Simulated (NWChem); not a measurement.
# SiH₂, triplet; SMILES [SiH2]

All runs: NWChem. Spin-unrestricted. In the optimisation the excess spin sits in a1 and b2 (C2v, its own frame). No stability test was run on the SCF state. Each level has its own optimisation; frequencies are unscaled.

For level PBE0/def2-SVP:

- lowest (cm⁻¹) = 874

Task: How do the values read with level B3LYP/def2-TZVP instead?

Result: The lowest (cm⁻¹) comes out as 892.
